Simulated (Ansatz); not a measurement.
# AlH3+ (doublet): the correlation ladder at distance Al1–H3 = 2.125 Å, cc-pVTZ

Aim: climb from Hartree-Fock through coupled cluster and multireference methods for AlH3+ (doublet) at one geometry and basis, and see what each rung misses.

The runs use Ansatz 0.2.0, Gaussian basis; cc-pVTZ, core rule «outside noble gas», up to 5 orbitals frozen.

Plan: UHF; CCSD(T) on ROHF; CCSD(T) on UHF; BCCD(T) on ROHF; CCSDT(Q) on ROHF; CCSDT(Q) on UHF; CASSCF and MRCISD+Q, 3 electrons in 3 orbitals; CASSCF and NEVPT2, 3 electrons in 3 orbitals; Full CI.

22 further runs of the same task are left out: 20 for a known fault of the program, 2 that didn't finish.

## (1) What is computed

The geometry derives from a PBE0/def2-TZVP stationary point (not a proven minimum). One bond is set to the value named and the two fragments are kept rigid.

4 atoms, charge 1, spin multiplicity 2.

Atoms are counted from 1 here; the program's logs count them from 0.

Bond lengths: Al1–H2 1.560 Å.

## (2) UHF

Contents of in.yaml:

```yaml
crystal:
  periodic: [false, false, false]
  atoms:
    - {symbol: Al, position_ang: [0.000000, 0.055088, -0.018855]}
    - {symbol: H, position_ang: [0.000000, 0.224130, -1.570053]}
    - {symbol: H, position_ang: [0.000000, 0.285299, 2.093638]}
    - {symbol: H, position_ang: [0.000000, -1.984084, -0.018855]}
basis:
  gaussian: {orbitals: cc-pVTZ}
total_charge: 1
magnetization: {spin_polarized: true, initial_magnetization: 1}
hamiltonian: {xc: hf}
output: {orbitals: {seedname: orbitals}}
```

Launch:

```
$ ansatz run in.yaml --threads 1 --pin off --events-out ev --progress --plain --max-ram 4096MiB --backend cpu
```

Further steps of the session: CCSD(T) on ROHF; CCSD(T) on UHF; BCCD(T) on ROHF; CCSDT(Q) on ROHF; CCSDT(Q) on UHF; CASSCF and MRCISD+Q, 3 electrons in 3 orbitals; CASSCF and NEVPT2, 3 electrons in 3 orbitals; Full CI.

Before running them: what should the planned runs give, taken together? Wanted: FCI below the RHF energy; RMP2 from FCI; UMP2 from FCI; RCCSD from FCI; RCCSD(T) from FCI; UCCSD(T) from FCI; RCCSDT(Q) from FCI; UCCSDT(Q) from FCI; NEVPT2 pair from FCI.

**Answer**, as computed:

```
                         quantity                                                                             value
         FCI below the RHF energy                                                                        -2.6081 eV
                    RMP2 from FCI                                                                        +745.4 meV
                    UMP2 from FCI                                                                        +862.8 meV
                   RCCSD from FCI                                                                         +80.2 meV
                RCCSD(T) from FCI                                                                         +26.5 meV
                UCCSD(T) from FCI                                                                         +26.1 meV
               RCCSDT(Q) from FCI                                                                          +0.9 meV
               UCCSDT(Q) from FCI                                                                          +0.8 meV
             NEVPT2 pair from FCI                                                                        +543.0 meV
           MRCISD+Q pair from FCI                                                                         +10.4 meV
levels within 1 kcal/mol (43 meV)  RCCSD(T), UCCSD(T), BCCD(T), RCCSDT, UCCSDT, RCCSDT(Q), UCCSDT(Q), MRCISD+Q pair
                    T1 diagnostic                                                                             0.045
   effectively unpaired electrons                                                                              1.11
```

**Reading.** RCCSD(T) misses by +26.5 meV, 1.0 % of the correlation energy. The occupations are near whole numbers, but T1 = 0.045 shows that the orbitals relax strongly. Of the multireference levels listed MRCISD+Q pair comes nearest in total energy (+10.4 meV), which doesn't show that its space is the better one. These misses are within one basis, not against nature; the frozen cores of restricted and unrestricted runs differ, which can shift their rows.
